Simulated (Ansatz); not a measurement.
Species: Cl₄Si, SMILES `Cl[Si](Cl)(Cl)Cl` (charge 0, multiplicity 1), formula Cl4Si.

Question: How many basis functions does frozen-core CCSD(T)/cc-pVTZ // B3LYP-D3(BJ)/def2-TZVP run with Ansatz (a first-principles code) use, how many core orbitals are frozen, and how many electrons are correlated?

Answer: 170 basis functions and 25 frozen orbitals, which leaves 32 correlated electrons. Core time is of the order of seconds.
